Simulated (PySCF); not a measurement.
# AlH₃: umbrella–stretch map

These are results of r2SCAN in PySCF with Al def2-TZVP, H def2-TZVP; no relativity; density-fitted integrals, not measurements.

Rigid scan from the singlet minimum (Al–H 1.584 Å (×3); H–Al–H 120.0° (×3)). Coordinate: rows: all bonds scaled; columns: angle to the threefold axis. Energies in kJ/mol from the minimum.

Q: Give the energy map for rows 0.95, 0.98, 1.00, 1.03, 1.07 and columns 60, 66, 72, 78, 84, 90.

A: 
```
scale \ angle     60     66    72    78    84    90
         0.95  194.0  127.0  76.6  41.5  20.7  13.9
         0.98  178.2  112.7  63.4  29.1   8.8   2.1
         1.00  173.4  108.8  60.3  26.6   6.6   0.0
         1.03  173.3  110.3  63.0  30.1  10.6   4.2
         1.07  184.3  123.5  77.9  46.1  27.3  21.1
```

Q: And the size of the dipole moment (D) on the same grid?

A: 
| scale \ angle | 60 | 66 | 72 | 78 | 84 | 90 |
| --- | --- | --- | --- | --- | --- | --- |
| 0.95 | 3.55 | 2.93 | 2.25 | 1.52 | 0.77 | 0.00 |
| 0.98 | 3.55 | 2.93 | 2.25 | 1.52 | 0.77 | 0.00 |
| 1.00 | 3.55 | 2.93 | 2.25 | 1.52 | 0.77 | 0.00 |
| 1.03 | 3.54 | 2.92 | 2.25 | 1.52 | 0.77 | 0.00 |
| 1.07 | 3.53 | 2.91 | 2.24 | 1.52 | 0.77 | 0.00 |

The bond scale of lowest energy on the grid is 1.03 at 60°, 1.00 at 66°, 1.00 at 72°, 1.00 at 78°, 1.00 at 84°, 1.00 at 90°.

Other isomers or separated fragments may lie lower.
